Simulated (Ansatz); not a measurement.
A calculation on zinc-blende CdSe returned lattice constant a 6.110 Å, bulk modulus 53.3 GPa, cohesive energy 2.68 eV/atom, band gap 1.06 eV, formation enthalpy -0.749 eV/atom.

For reference: lattice constant a 6.077 Å (measured, room temperature, not corrected to a static lattice, our sources range from 6.052 to 6.084; as tabulated in arXiv:1206.3780); cohesive energy 2.46 eV/atom (measured, temperature not stated, not corrected to a static lattice; as tabulated in Verma et al. (2010), arXiv:1001.1248).

**Question.** Which level of theory produced these numbers?
A) rVV10 (Ansatz (a first-principles code))
B) HSE06 (Ansatz)
C) PBE-D3(BJ) (Ansatz)
D) r²SCAN-D4 (Ansatz)

**Answer.** D, r²SCAN-D4 (Ansatz)

The others give: HSE06 6.144 Å, 50.4 GPa, 2.39 eV/atom, 1.47 eV, -0.758 eV/atom; PBE-D3(BJ) 6.111 Å, 50.1 GPa, 2.62 eV/atom, 0.58 eV, -0.558 eV/atom; rVV10 6.206 Å, 46.5 GPa, 2.55 eV/atom, 0.21 eV, -0.572 eV/atom.

Unless a cell is named, each level is at its own relaxed cell (HSE06 28.99, PBE-D3(BJ) 28.53, r²SCAN-D4 28.51, rVV10 29.88 Å³/atom).

Spin–orbit coupling is included only where a level's name says +SOC; with heavier elements it mostly lowers gaps and can invert bands. Density-functional gaps are differences of (generalised) Kohn–Sham levels.

Caveats: exact exchange on metals is sensitive to the k mesh and can open a false gap (HSE06); the run warned that the count of filled bands differs between k points (HSE06). Ansatz's density-functional and Hartree–Fock values are scalar-relativistic unless marked +SOC, with PAW data made under PBE.
